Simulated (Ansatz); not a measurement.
# CH4S: the cost of one run

Program: Ansatz 0.2.0, driven from Python. Level of theory: PBE0+D3(BJ)/def2-SVP. These are calculated values, not measurements.

### 1 The structure

Bond lengths: C1–S2 1.804 Å, C1–H3 1.093 Å, C1–H4 1.093 Å, C1–H5 1.093 Å, S2–H6 1.341 Å. Angles: C1–S2–H6 96.6°, S2–C1–H3 109.9°, S2–C1–H4 109.9°, S2–C1–H5 109.9°, H3–C1–H4 109.1°, H3–C1–H5 109.0°, H4–C1–H5 109.1°.

The script holds or builds the structure itself.

### 2 Script

Input file freq_ch4s.py:

```python
"""Harmonic frequencies of CH4S at its relaxed geometry."""

import itertools

import ansatz as az
from ase import Atoms
from ase.data import atomic_numbers, covalent_radii
from ase.thermochemistry import IdealGasThermo
import numpy as np

params = {
    "basis": "def2-SVP",
    "functional": "pbe0",
    "vdw": "d3bj",
}

ch4s = (
    az.Crystal.molecule()
    .atom("C", (-0.4938, 0.009, 0.0089))
    .atom("S", (1.1303, 0.7867, -0.1017))
    .atom("H", (-0.587, -0.523, 0.9589))
    .atom("H", (-1.2749, 0.7707, -0.0523))
    .atom("H", (-0.6222, -0.7013, -0.8116))
    .atom("H", (1.8476, -0.342, -0.0022))
)

calc = (
    ch4s.calculation()
    .basis(gaussian=params["basis"])
    .functional(params["functional"], dispersion=params["vdw"])
)
symbols = [site.symbol for site in ch4s.cartesian_sites]
start = np.array([site.position_ang for site in ch4s.cartesian_sites], dtype=float)
summary = calc.relax(force_tolerance=0.003).run(threads=1, backend="cpu").report
end = np.array(summary["positions_ang"])

# pairs closer than 1.2 times the sum of covalent radii, before or after
radius = [covalent_radii[atomic_numbers[s]] for s in symbols]
span = lambda where, i, j: np.linalg.norm(where[i] - where[j])
bonded = [(i, j) for i, j in itertools.combinations(range(len(symbols)), 2) if min(span(start, i, j), span(end, i, j)) < 1.2 * (radius[i] + radius[j])]
print("pair        before    after (A)")
for i, j in bonded:
    print(f"{symbols[i]}{i}-{symbols[j]}{j}".ljust(10), f"{span(start, i, j):8.4f} {span(end, i, j):8.4f}")

# same settings at the minimum
minimum = az.Crystal.molecule()
for symbol, place in zip(symbols, end):
    minimum = minimum.atom(symbol, place.tolist())
vibrating = (
    minimum.calculation()
    .basis(gaussian=params["basis"])
    .functional(params["functional"], dispersion=params["vdw"])
    .phonons(temperatures=(100, 500, 100))
)
vib = vibrating.run(threads=1, backend="cpu").report["vibrations"]
sums = vib["harmonic_sums"]
modes = [m["omega_inv_cm"] for m in sums["modes_at_gamma"] if m["rigid_motion"] == "no"]
for number, w in enumerate(modes, start=1):
    print(f"mode {number:2d} {w:9.1f} 1/cm {w / 8065.544 * 1000:8.2f} meV")
print("imaginary modes:", sum(w < 0 for w in modes), " zero-point energy:", round(sums["zero_point_energy_ev"], 4), "eV")
# rigid rotor and ideal gas, symmetry number taken as one
gas = IdealGasThermo(vib_energies=[w / 8065.544 for w in modes if w > 0], geometry="linear" if len(modes) == 3 * len(symbols) - 5 else "nonlinear",
                     atoms=Atoms(symbols, positions=end), symmetrynumber=1, spin=0.0)
print(f"H(298 K) - E = {gas.get_enthalpy(298.15, verbose=False):.4f} eV")
print(f"S(298 K, 1 bar) = {96485.33 * gas.get_entropy(298.15, 1e5, verbose=False):.1f} J/(mol K) with symmetry number 1")
```

### 3 The run

Run with:

```console
python freq_ch4s.py
```

Q: Estimate wall time and peak memory on 1 thread of Arm Neoverse V2, shared host.

About 31 s, with a peak of 0.23 GiB.
